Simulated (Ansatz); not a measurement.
## Extrapolating CCSD(T) to the basis-set limit: BPH6 (SMILES [BH3-][PH3+])

BPH6: 8 atoms, total charge 0, spin state singlet. As SMILES, `[BH3-][PH3+]`. Geometry: relaxed at PBE0-D4/def2-TZVP.

CCSD(T) energies, 6 core orbitals frozen (Ansatz 0.2.0):

| basis | X | functions | Hartree–Fock (Eh) | correlation (Eh) |
| --- | --- | --- | --- | --- |
| jun-cc-pV(D+d)Z | 2 | 75 | -368.883651 | -0.304016 |
| jun-cc-pV(T+d)Z | 3 | 171 | -368.908280 | -0.363259 |

The +d sets add a tight d function on Al to Ar only. The correlation energy converges as X⁻³, the Hartree–Fock energy about exponentially.

Problem. Estimate the basis-set limit from the two largest sets.

Solution. 
1. Correlation: E(∞) = (3³ E(3) − 2³ E(2))/(3³ − 2³) = (27 × (-0.363259) − 8 × (-0.304016))/19 = -0.388203 Eh.
2. Hartree–Fock: take the larger basis, -368.908280 Eh; it moved by -24.63 mEh in the last step.
3. Total: -368.908280 + (-0.388203) = -369.296483 Eh.
4. jun-cc-pV(T+d)Z holds 93.6 % of the extrapolated correlation energy, jun-cc-pV(D+d)Z 78.3 %.

This is an estimate of the method's limit, not an exact energy. Double-zeta sets lie outside the range where X⁻³ holds well, so a D–T extrapolation is rough.
